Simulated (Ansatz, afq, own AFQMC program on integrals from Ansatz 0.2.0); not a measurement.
# Atomization energy of SiNH$_{5}$, singlet, worked out

```xyz
7

Si   -0.0113    0.0000    0.5726
N     0.0538    0.0000   -1.1465
H     0.6843   -1.2207    1.0558
H     0.6843    1.2207    1.0558
H    -1.3785    0.0000    1.1752
H    -0.2111   -0.8283   -1.6548
H    -0.2111    0.8283   -1.6548
```

Basis cc-pVDZ. Noble-gas cores (and the filled d shells of Ga–Kr and In–Xe) are frozen. Integrals, coupled cluster, full CI and functionals: Ansatz 0.2.0; the random walks run on the same integrals in our own AFQMC program. The CISD trial takes its coefficients from CCSD amplitudes. Released means that phaseless walkers are propagated on without the constraint, phases kept. ± is one standard error of the sampling.

Total energies in eV. CBS is CCSD(T) at the limit of def2-TZVPP/QZVPP (extrapolated itself); the highest rung of each member is named.

Cautions: SiNH₅ (singlet): the released value is read at 2.40 1/Eh with a noise of 20 meV, more than in the cases checked (meV from the phaseless value at times in 1/Eh: 3 ± 11 at 0.24, 4 ± 9 at 0.51, 28 ± 12 at 0.99, 0 ± 19 at 1.62, 9 ± 20 at 2.40).

```
        member  count  CCSD(T)/cc-pVDZ  highest rung in cc-pVDZ           which  CCSD(T)/CBS
  Si (triplet)     +1       -7861.7800               -7861.7922             FCI   -7862.5000
   N (quartet)     +1       -1482.4355               -1482.4402             FCI   -1483.8573
   H (doublet)     +5         -13.5861                 -13.5861             FCI     -13.6059
SiNH₅, singlet     -1       -9432.2605      -9432.2985 ± 0.0198  released AFQMC   -9436.8858
```

Q: Work out the best estimate of the atomization energy: the CCSD(T)/CBS difference plus the step from CCSD(T) to the highest rung.

A: Sums with the counts: CCSD(T)/CBS 22.4990 eV, highest rung 20.1356 eV, CCSD(T)/cc-pVDZ 20.1145 eV. The step is 20.1356 − 20.1145 = 0.0211 eV, so the best estimate is 22.4990 + (0.0211) = 22.5201 eV, with sampling noise 0.020 eV. The step is under twice that noise, so its sign is open. The basis set is worth 2.384 eV of it. Zero-point, core-correlation and spin–orbit terms aren't in it. Past Ne the Hartree–Fock part of each CBS total tends to overshoot, since the cores don't follow the formula; that largely cancels in the difference.

Best estimates are given only where the step beyond CCSD(T) is under 0.3 eV and no member's determinant is very poor (T1 over 0.05, or 0.07 for open shells, ⟨S²⟩ too high by 0.3, two states mixed), so the hardest cases are missing from such tables.

Each member of a difference takes its own highest rung, so a best estimate needn't equal the limit plus the step of one row. A walk keeps the symmetry of its determinant, which the program's search chose and which needn't be the lowest solution, so a lower state of the same spin and another symmetry isn't excluded. Released energies are given only where the last usable release times agree within the noise; a slower fall can still hide under it.
